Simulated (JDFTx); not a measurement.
System: formaldehyde, CH2O (SMILES C=O), charge 0, multiplicity 1; geometry: optimised with GFN2-xTB in vacuum (no frequencies checked; largest PBE force component 1.6 eV/Å). Z-matrix (Å, degrees):
```
C
O 1 1.1921
H 1 1.1031 2 122.82
H 1 1.1032 3 114.38 2 179.91
```

Method: PBE, GBRV ultrasoft potentials, plane waves to 20/100 Ha, in a modified build of JDFTx. In CANDLE, water, 2 M NaF (ε = 78.4): solvation energy -0.151 eV, of which cavitation 0.265 and dispersion -0.221 eV; cavity volume 123 Å³; dipole 2.16 D in vacuum and 3.07 D in the liquid.

Worked example: the electrostatic part beside Onsager's estimate for a point dipole in a sphere of that volume.

Electrostatic part, the solute's polarisation included: -0.151 − (0.265) − (-0.221) = -0.195 eV. Sphere: a³ = 3V/4π = 29.5 Å³, a = 3.09 Å. With 1 D = 0.2082 e Å, ΔG = −[(ε − 1)/(2ε + 1)] μ₀μ (14.40 eV Å)/a³ = -0.069 eV, 35 % of the computed part. The estimate leaves out higher multipoles and the cavity's shape, and hangs on the volume taken, as 1/a³.
